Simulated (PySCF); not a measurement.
Succinonitrile radical anion (`N#CCC[C]=[N-]`) (charge -1 and doublet state). Method: PBE0-D3(BJ)/def2-SVP geometry optimisation, gas phase in PySCF 2.14.0.

```
atom  x, y, z in Å
N1    -1.1733    1.2338   -1.4272
C2    -0.3195    0.7884   -0.7290
C3    -0.0118   -0.3061    0.2664
C4     1.4283   -0.1357    0.7403
C5     2.0381    1.0340    0.0059
N6     3.0323    1.6711   -0.1324
H7    -0.7339   -0.2494    1.1021
H8    -0.1726   -1.2861   -0.2198
H9     2.0378   -1.0390    0.5519
H10    1.4845    0.0581    1.8275
```

**Question.** What is the longest distance between nuclei?

**Answer.** N1···N6, 4.42 Å; the next longest distance is 4.40 Å.

**Question.** Work out the bond lengths N1≡C2, C2–C3, C3–C4, C3–H7, C3–H8, C4–C5, C4–H10, C5=N6 in pm.

**Answer.** For N1≡C2 the difference vector is (0.8538, -0.4454, 0.6982) Å, of length 1.1895 Å. N1≡C2 118.9; C2–C3 151.1; C3–C4 152.6; C3–H7 110.6; C3–H8 110.6; C4–C5 151.0; C4–H10 110.6; C5=N6 118.9 pm.

**Question.** What is the repulsion energy of the bare nuclei, Σ ZA·ZB/RAB?

**Answer.** 183.12 Eh over 45 pairs, with full nuclear charges and distances in bohr; the largest single term is 18.69 Eh (C5 with N6, or a pair equal to it).

**Question.** Where is the centre of mass (commonest isotopes), and what is the radius of gyration?

**Answer.** Mass 80.037 u; centre at (0.828, 0.684, -0.189) Å; Rg = √(Σ m r²/M) = 1.829 Å. As Ia + Ib + Ic = 2 Σ m r², the three principal moments sum to 535.6 u·Å².

**Question.** Give the dihedral angles H7–C3–C4–C5, H8–C3–C4–H9, N1–C2–C3–H8.

**Answer.** H7–C3–C4–C5 -123° (anticlinal); H8–C3–C4–H9 -3° (synperiplanar); N1–C2–C3–H8 59° (synclinal). Dihedral signs follow IUPAC: positive where, seen along the central bond, the front bond turns clockwise onto the rear one.

**Question.** What are the angles C4–C3–H7, C2–C3–H8, C2–C3–H7, C3–C4–H9, C5–C4–H10?

**Answer.** From the scalar product of the two bond vectors; for C4–C3–H7 it is -0.6342 Å² over 1.5256 × 1.1059 Å², cos θ = -0.3759. C4–C3–H7 112.1°; C2–C3–H8 108.8°; C2–C3–H7 109.1°; C3–C4–H9 112.1°; C5–C4–H10 108.8°.

**Question.** How far apart are these pairs, which share no bond: N1···C3, C2···N6, C2···H10, N6···H10?

**Answer.** N1···C3 2.567 Å (2 bonds apart); C2···N6 3.517 Å (4 bonds apart); C2···H10 3.213 Å (3 bonds apart); N6···H10 2.973 Å (3 bonds apart).

**Question.** How far are the heavy atoms from their best plane (unweighted least squares)?

**Answer.** 0.010 Å rms; N1 0.00, C2 0.00, C3 0.02, C4 0.02, C5 0.00, N6 0.01 Å (magnitudes).

**Question.** Write the matrix of distances between heavy atoms (Å, lower triangle).

**Answer.** 
```
N1    0.000
C2    1.189  0.000
C3    2.567  1.511  0.000
C4    3.653  2.463  1.526  0.000
C5    3.522  2.482  2.463  1.510  0.000
N6    4.422  3.517  3.652  2.569  1.189  0.000
```

PBE0-D3(BJ)/def2-SVP frequencies: not computed here. ⟨S²⟩ = 0.758 (exact for a doublet: 0.75). Whether the extra electron is bound in the gas phase wasn't checked; a finite basis holds it in any case. The geometry's basis has no diffuse functions, a weakness for an anion.

Time: 80 s of wall time; peak memory 0.44 GiB. Hardware: Arm Neoverse V1, one thread, shared host with 32 logical CPUs at a one-minute load of 27. That covers the optimisation of the geometry.

One conformer stands for the species.
